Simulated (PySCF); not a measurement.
Species: C₃H₄FNO.
Numbering: `[NH2:1]/[C:2]([F:3])=[CH:4]\[CH:5]=[O:6]` (hydrogens: H7, H8 on N1; H9 on C4; H10 on C5)

Computed, not measured: CAM-B3LYP/6-31G* geometry optimisation, gas phase in PySCF 2.14.0.

Problem. List the bond lengths, angles and torsions at this level.

Solution. 
```tsv
bond	length (pm)
N1–C2	133.2
C2–F3	132.9
C2=C4	136.5
C4–C5	143.1
C5=O6	123.5
N1–H7	102.3
N1–H8	100.7
C4–H9	108.1
C5–H10	110.5
```

A selection of angles:
```tsv
angle	degrees
C2–N1–H7	114.8
C2–N1–H8	120.6
H7–N1–H8	123.9
N1–C2–F3	113.8
N1–C2–C4	126.0
F3–C2–C4	120.2
C2–C4–C5	119.4
C2–C4–H9	119.4
C5–C4–H9	121.3
C4–C5–O6	125.4
C4–C5–H10	115.7
O6–C5–H10	118.9
```

Dihedral angles: N1–C2–C4–C5 -2° (synperiplanar); C2–C4–C5–O6 1° (synperiplanar). The mirror-image conformer, all signs reversed, is as good.

N1 (enamine nitrogen) is planar (angles 123.9°, 120.6° and 114.8°, sum 359.3°, 0.05 Å off the plane of its three neighbours). The 2 C–C bonds span 1.365 Å (C2=C4, drawn double) to 1.431 Å (C4–C5, drawn single), a spread of 0.066 Å. H7 on N1 lies 1.87 Å from O6, 5 bonds away (angle at H 131°; Bondi radii sum to 2.72 Å). Of the pairs four or more bonds apart, those above aside, C5···H7 is among the closest relative to their van der Waals radii: 2.46 Å, 85 % of the sum of Bondi's values. The 6 heavy atoms lie in one plane (0.011 Å rms).

Point group: near Cs, missed by 0.11 Å at most; the miss may be what the optimiser left on a soft mode. Whether it is a minimum is left open (no frequencies). The numbers are those of one conformer.

Hardware: one thread, Arm Neoverse V1 (aarch64), no GPU, shared host with 32 logical CPUs at a one-minute load of 14. Cost: 46 s wall, 0.49 GiB resident at most. That covers the optimisation of the geometry.
